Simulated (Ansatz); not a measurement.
## Ansatz (development build ahead of 0.2.0) run

```yaml
crystal:
  periodic: [false, false, false]
  atoms:
    - { symbol: H, position_ang: [2.02509, 0.44186, -0.06389] }
    - { symbol: C, position_ang: [1.16606, -0.23233, 0.00456] }
    - { symbol: "N", position_ang: [-0.04442, 0.57006, -0.15286] }
    - { symbol: O, position_ang: [-1.17243, -0.29041, 0.12921] }
    - { symbol: H, position_ang: [-1.6876, -0.22935, -0.68128] }
    - { symbol: H, position_ang: [1.22725, -0.95421, -0.81193] }
    - { symbol: H, position_ang: [1.20629, -0.77611, 0.95778] }
    - { symbol: H, position_ang: [-0.07698, 1.24467, 0.60825] }
basis:
  gaussian: { orbitals: cc-pVTZ }
hamiltonian:
  xc: hf
correlation:
  method: mp2
  frozen_orbitals: { C: 1, H: 0, "N": 1, O: 1 }
```

The input is written out in the form of the current development build from the run's settings.

The run gave:

```json
{"Converged": "yes", "Reference energy": "-170.08444 hartree", "Correlation energy": "-0.63899 hartree", "Total energy": "-170.72343 hartree", "Spin squared of the determinant": "0.000", "Stability test": "minimum among restricted orbitals"}
```
